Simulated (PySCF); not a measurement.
# Two-photon absorption: `FC#CC#C`, C4HF

Geometry (Å), atoms numbered from 1 in this order:
```xyz
6

C    -1.732   -0.210    0.921
C    -0.645   -0.079    0.421
C     0.588    0.070   -0.145
C     1.671    0.203   -0.642
F     2.814    0.342   -1.167
H    -2.693   -0.324    1.364
```

Computed with TDDFT CAM-B3LYP/aug-cc-pVTZ excited states, vertical, gas phase in PySCF 2.14.0. Geometry: PBE0-D3(BJ)/def2-TZVP.

Singlets 2 and 3, 4 and 5, 6 and 7 lie within 0.01 eV of each other, so their separate moments and overlaps can depend on how they mix.

Q: Give the one- and two-photon strengths of the lowest singlets.

A: δ for parallel linear polarisation; σ at the peak of a Lorentzian of half width 0.1 eV, single beam; Ω is circular over linear.
```
state  E (eV)      f  photon λ (nm)  δ (au)  σ (GM)     Ω                                  main
   S1    5.03  0.000            493    <0.1    0.00     –  HOMO→LUMO+2 0.46, HOMO−1→LUMO+1 0.46
   S2    5.21  0.000            476    0.27    0.00  1.50  HOMO−1→LUMO+2 0.44, HOMO→LUMO+1 0.44
   S3    5.21  0.000            476    0.27    0.00  1.50  HOMO→LUMO+2 0.44, HOMO−1→LUMO+1 0.44
   S4    6.39  0.005            388    42.3    0.63  1.50  HOMO−1→LUMO 0.71, HOMO−1→LUMO+3 0.08
   S5    6.39  0.005            388    42.3    0.63  1.50      HOMO→LUMO 0.71, HOMO→LUMO+3 0.08
   S6    7.17  0.038            346    42.1    0.79  1.50  HOMO−1→LUMO+3 0.76, HOMO−1→LUMO 0.10
```

Among these, the strongest one-photon state is S6, the strongest two-photon state S6, with a dipole change of 8.5 D (relaxed, norm of the difference vector).
